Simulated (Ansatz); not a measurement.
**Property card for ZnCu2SnS4**

Computed with DFT PBEsol, scalar-relativistic, plane waves, PAW (Ansatz).

Plane waves to 420 eV, a k mesh through Γ of 10×10×10 on the computed 8-atom cell and Gaussian smearing (0.01 eV); no spin polarisation.

The structure is relaxed at this level of theory with its symmetry kept.

Space group I-4 (No. 82). a = 5.374 Å, b = 5.374 Å, c = 10.754 Å, α = 90.00°, β = 90.00°, γ = 90.00°
```json
{"atom": "Zn", "site": "2d", "symmetry": "-4..", "x": "0.5000", "y": "0.0000", "z": "0.2500"}
{"atom": "Cu", "site": "2a", "symmetry": "-4..", "x": "0.0000", "y": "0.0000", "z": "0.0000"}
{"atom": "Cu", "site": "2c", "symmetry": "-4..", "x": "0.0000", "y": "0.5000", "z": "0.2500"}
{"atom": "Sn", "site": "2b", "symmetry": "-4..", "x": "0.5000", "y": "0.5000", "z": "0.0000"}
{"atom": "S", "site": "8g", "symmetry": "1", "x": "0.7686", "y": "0.2405", "z": "0.1299"}
```

Task: Formation energy from the elements' standard states (uncorrected)?

Result: -0.483 eV/atom.

Task: Kohn–Sham band gap?

Result: 0.11 eV, direct at Γ.

Task: Löwdin character of the top 1 eV of the valence band?

Result: Cu 3d 53 %, S 3p 39 %.

Task: Löwdin character of the lowest 1 eV of the conduction band?

Result: S 3p 50 %, Sn 5s 28 %, unprojected 5 %.

Task: Electron masses at the edge by Cartesian direction of the standard setting (m_e; degenerate bands sorted by energy; no spin-orbit coupling)?

Result: x: 0.045; y: 0.045; z: 0.038.

Task: Hole masses at the edge by Cartesian direction of the standard setting (m_e; degenerate bands sorted by energy; no spin-orbit coupling)?

Result: x: 0.73; y: 0.73; z: 0.039.

Task: Bulk modulus?

Result: 80 GPa.

Task: Its pressure derivative?

Result: 4.9.

Task: Bader charges (e)?

Result: Zn (1 in the cell) 0.83, Cu (1 in the cell) 0.46, Cu (1 in the cell) 0.45, Sn (1 in the cell) 1.37, S (4 in the cell) -0.78.

A ferromagnetic start lost its moments in a first run, so spin was left out; other magnetic orders weren't tried.

Cost: 8 runs of about 46 core-minutes in all, on Intel Xeon Platinum 8488C (Sapphire Rapids) (shared hosts).